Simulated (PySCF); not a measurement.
# SiH₃ at several levels of theory

All levels use the PBE0 minimum (doublet; Si–H 1.486 Å (×3); H–Si–H 111.2° (×3)), basis [Si def2-TZVP, H def2-TZVP], no relativity, density fitting, no spin–orbit coupling, PySCF. For vertical energies the ionised species is a singlet (spins chosen at PBE0 and kept) and the electron-attached one a singlet. Atomisation goes to high-spin ground-configuration atoms, without zero-point energy. Open shells are unrestricted, also as the reference of the correlated levels. A dash marks a value that was not computed or is not defined at that level.

Z-matrix (Å, degrees; charge 0 multiplicity 2):
```
Si
H  1 1.4860
H  1 1.4860 2 111.23
H  1 1.4860 2 111.23 3 -124.58
```

```json
{"level": "PBE0", "atomisation (kJ/mol)": "935", "vertical IP (eV)": "8.94", "vertical EA (eV)": "0.62", "−ε(HOMO) (eV)": "6.40", "dipole (D)": "0.03"}
{"level": "CCSD(T)", "atomisation (kJ/mol)": "?", "vertical IP (eV)": "?", "vertical EA (eV)": "?", "−ε(HOMO) (eV)": "–", "dipole (D)": "–"}
{"level": "HF", "atomisation (kJ/mol)": "752", "vertical IP (eV)": "8.43", "vertical EA (eV)": "-0.47", "−ε(HOMO) (eV)": "9.18", "dipole (D)": "0.06"}
{"level": "PBE", "atomisation (kJ/mol)": "931", "vertical IP (eV)": "8.89", "vertical EA (eV)": "0.66", "−ε(HOMO) (eV)": "5.32", "dipole (D)": "0.03"}
{"level": "r2SCAN", "atomisation (kJ/mol)": "960", "vertical IP (eV)": "9.05", "vertical EA (eV)": "0.57", "−ε(HOMO) (eV)": "5.67", "dipole (D)": "0.07"}
{"level": "B3LYP", "atomisation (kJ/mol)": "?", "vertical IP (eV)": "?", "vertical EA (eV)": "?", "−ε(HOMO) (eV)": "?", "dipole (D)": "?"}
{"level": "TPSSh", "atomisation (kJ/mol)": "992", "vertical IP (eV)": "8.94", "vertical EA (eV)": "0.60", "−ε(HOMO) (eV)": "5.88", "dipole (D)": "0.02"}
{"level": "MP2", "atomisation (kJ/mol)": "889", "vertical IP (eV)": "8.70", "vertical EA (eV)": "0.44", "−ε(HOMO) (eV)": "–", "dipole (D)": "–"}
{"level": "PBEsol", "atomisation (kJ/mol)": "964", "vertical IP (eV)": "8.84", "vertical EA (eV)": "0.68", "−ε(HOMO) (eV)": "5.26", "dipole (D)": "0.02"}
{"level": "TPSS", "atomisation (kJ/mol)": "993", "vertical IP (eV)": "8.93", "vertical EA (eV)": "0.61", "−ε(HOMO) (eV)": "5.45", "dipole (D)": "0.02"}
```

**Question.** Fill in the row of CCSD(T).

**Answer.** atomisation (kJ/mol) 914, vertical IP (eV) 8.75, vertical EA (eV) 0.56.

**Question.** Fill in the row of B3LYP.

**Answer.** atomisation (kJ/mol) 956, vertical IP (eV) 8.90, vertical EA (eV) 0.70, −ε(HOMO) (eV) 6.10, dipole (D) 0.07.

For SiH₃ itself CCSD(T) correlates 7 electrons; T1 = 0.015, D1 = 0.035, (T) = -8 kJ/mol.

Without diffuse functions attachment energies tend to come out too low.
